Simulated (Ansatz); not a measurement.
```yaml
crystal:
  periodic: [false, false, false]
  atoms:
    - {symbol: F, position_ang: [-0.678455, -2.373065, 2.268079]}
    - {symbol: C, position_ang: [-0.200219, -1.368622, 0.032589]}
    - {symbol: F, position_ang: [-1.176910, -2.833601, -1.752846]}
    - {symbol: O, position_ang: [2.181934, -0.496616, -0.375810]}
    - {symbol: C, position_ang: [0.156195, 1.318382, -0.323718]}
    - {symbol: Cl, position_ang: [0.074840, 3.410018, 2.188047]}
    - {symbol: H, position_ang: [-0.241545, 2.215191, -2.122510]}
basis:
  gaussian: {orbitals: aug-cc-pVDZ, final_grid: {core_spheres: 8, valence_spheres: 7, degree: 23}}
magnetization: {spin_polarized: true, initial_magnetization: 2}
hamiltonian: {xc: {name: wB97X}}
output: {forces: true}
```

```sh
$ ansatz run in.yaml --threads 4 --pin off --events-out ev --progress --plain --max-ram 10444MiB
```

It prints (some lines left out):

```
Functional definition: wB97X
1466 factors; integrals over basis functions are off by at most 7.4e-4 eV
495 factors; integrals over basis functions are off by at most 3.5e-5 eV
mean field evaluation 1: about -22020.6155 eV, gradient 7.6e1 eV
mean field evaluation 2: about -21236.9331 eV, gradient 2.9e2 eV
mean field evaluation 4: about -21663.7592 eV, gradient 2.0e2 eV
mean field evaluation 8: about -22062.2209 eV, gradient 1.5e1 eV
mean field evaluation 16: about -22065.9019 eV, gradient 1.9e-1 eV
mean field evaluation 32: about -22065.9529 eV, gradient 9.7e-6 eV
mean field -22065.95290378 eV, -810.9088123740 hartree, gradient 2.7e-7 eV, S^2 4.857793; 8 other end points of the search recorded, 0 dependent functions left out
reference -22065.95284785 eV, -810.9088103183 hartree; 29, 27 occupied and 122, 124 virtual orbitals, 1466 factors
Total energy: -22065.95284785 eV, -810.9088103183 hartree
Atom 0 at    -0.678455    -2.373065     2.268079 Å, force     0.330219     0.513890    -1.138690 eV/Å
Atom 1 at    -0.200219    -1.368622     0.032589 Å, force    -0.428074    -0.674338     0.091102 eV/Å
Atom 2 at    -1.176910    -2.833601    -1.752846 Å, force     0.581984     0.745839     0.889008 eV/Å
Atom 3 at     2.181934    -0.496616    -0.375810 Å, force    -0.965710     0.174265     0.093971 eV/Å
Atom 4 at     0.156195     1.318382    -0.323718 Å, force     0.146787     0.415960    -1.336629 eV/Å
Atom 5 at     0.074840     3.410018     2.188047 Å, force    -0.009624    -0.257207    -0.276968 eV/Å
Atom 6 at    -0.241545     2.215191    -2.122510 Å, force     0.344419    -0.918409     1.678206 eV/Å
Dipole moment:     0.239172     0.467770    -0.196018 e Å
```

In this input the coordinates are in bohr but typed as ångström. The calculation finished and met its thresholds. The result belongs to that input, not to the molecule as meant.
